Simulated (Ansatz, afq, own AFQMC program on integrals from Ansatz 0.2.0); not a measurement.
SiGeH₂, triplet: AFQMC among the cluster methods

```xyz
4

Si    0.0000    0.0000    1.6381
Ge    0.0000    0.0000   -0.7039
H     0.0000    1.1919    2.5412
H     0.0000   -1.1919    2.5412
```

Connectivity, by distances: SiH2–Ge.

Basis cc-pVDZ. Only valence electrons are correlated. Integrals, coupled cluster, full CI and functionals: Ansatz 0.2.0; the random walks run on the same integrals in our own AFQMC program. ph-AFQMC/CISD is guided by a CISD state made of CCSD amplitudes; releasing the constraint for a short imaginary time cuts its bias at the price of noise, slowly where states lie close. Free AFQMC starts from the CCSD state and is never constrained. Its projection time is finite, and what remains of the start isn't in its error. Uncertainties: one standard error, sampling alone. No spin–orbit coupling.

Determinant: UHF, the one that the program's search chose, which needn't be the lowest solution. The geometry is a point of a scan.

No full CI on the walks' own integrals is used here; CCSDT(Q) serves as the reference and is uncertain by about the last step of the cluster series.

Cautions: no relativity below Rb; no spin-orbit coupling; inner d shell frozen; lower spins were not checked.

```
T1 diagnostic                               : 0.0201
weight of the determinant in the CISD state : 0.871
⟨S²⟩ of the determinant                     : 2.024
size of the correlated space                : 10 electrons in 36 orbitals
```

Reference: CCSDT(Q), correlation energy -5.120 eV. The released energy is read at 2.40 1/Eh (meV from the phaseless value at times in 1/Eh: 10 ± 10 at 0.24, 5 ± 9 at 0.51, -3 ± 12 at 0.99, -2 ± 11 at 1.62, -23 ± 12 at 2.40).

```tsv
level	E − E(reference) (kcal/mol)	share of correlation (%)
HF	118.08	0.00
MP2	27.93	76.35
CCSD	4.73	95.99
CCSD(T)	1.07	99.09
CCSDT	0.21	99.82
ph-AFQMC/HF	-0.11 ± 0.97	100.09
ph-AFQMC/CISD	0.34 ± 0.23	99.71
released AFQMC	-0.18 ± 0.28	100.15
free AFQMC	0.31 ± 0.22	99.74
```

Free projections are given only where their last times agree within the noise and don't stop above the reference; a slow remainder of the start can still hide under it. A walk keeps the symmetry of its determinant, which the program's search chose and which needn't be the lowest solution, so a lower state of the same spin and another symmetry isn't excluded. Released energies are given only where the last usable release times agree within the noise; a slower fall can still hide under it.
